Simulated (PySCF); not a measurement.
Isomers of C4H9F, one GFN2-xTB conformer each. Single-point energies are computed at PBE0/pcSseg-1 (PySCF, gas phase, no added dispersion term), electronic only.

Question: Rank them by PBE0/pcSseg-1 energy, lowest first (kcal/mol).
A. `[CH3:1][CH2:2][CH2:3][CH2:4][F:5]` with C1–C2–C3–C4 180°, C2–C3–C4–F5 -66°
B. `[CH3:1][CH:2]([CH3:3])[CH2:4][F:5]` with C1–C2–C4–F5 65°
C. `[CH3:1][CH2:2][C@H:3]([CH3:4])[F:5]` with C1–C2–C3–C4 -177°
D. `CC(C)(C)F`

Answer: D (0.0), C (3.7), B (7.2), A (8.2).

Neighbours under 2.5 kcal/mol apart (CC(C)CF and CCCCF) can change places with a better method, another conformer or zero-point energy. GFN2-xTB itself gives, in the same order: 0.0, 3.3, 4.1, 5.6. Both levels put the same isomer lowest; measured from each level's own lowest isomer, the values differ by up to 3.1 kcal/mol (CC(C)CF: 4.1 against 7.2).

Which frontier levels, dipoles and rotational constants go with these structures?

```json
{"SMILES": "CC(C)(C)F", "HOMO (eV, PBE0/pcSseg-1)": "-9.06", "LUMO (eV)": "1.35", "dipole (D)": "1.90", "A, B, C (MHz)": "4728, 4727, 4533"}
{"SMILES": "CC[C@H](C)F", "HOMO (eV, PBE0/pcSseg-1)": "-8.96", "LUMO (eV)": "1.56", "dipole (D)": "1.81", "A, B, C (MHz)": "8176, 3475, 2698"}
{"SMILES": "CC(C)CF", "HOMO (eV, PBE0/pcSseg-1)": "-8.99", "LUMO (eV)": "1.44", "dipole (D)": "1.81", "A, B, C (MHz)": "7701, 3473, 2647"}
{"SMILES": "CCCCF", "HOMO (eV, PBE0/pcSseg-1)": "-8.98", "LUMO (eV)": "1.59", "dipole (D)": "1.77", "A, B, C (MHz)": "12847, 2337, 2169"}
```
